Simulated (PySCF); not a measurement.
**Relaxation of singlet [Al2F]+**

Computed with PBE0/[F def2-TZVP, Al def2-TZVP], no relativity, density fitting, PySCF. A (50,194) grid was used.

A hand-made bent start, of C2v symmetry, held to at least that symmetry:

```xyz
3
charge 1 multiplicity 1, angstrom
F     0.0000    0.0000   -0.7899
Al    1.5253    0.0000    0.2781
Al   -1.5253    0.0000    0.2781
```

Optimiser trace:
```tsv
step	E − E(last) (kJ/mol)	largest gradient (Eh/bohr)
0	46.85	0.01290
1	39.41	0.01122
2	12.88	0.01136
3	9.86	0.00998
4	7.33	0.00814
5	1.40	0.00264
6	0.31	0.00278
7	0.04	0.00039
8	0.00	0.00008
9	0.00	0.00001
```

It ends at D∞h with F–Al 1.887 Å (×2); Al–F–Al 180.0°. No frequency check is given, so it may be a saddle point.

The relaxation took roughly 20 core-seconds on a shared host.
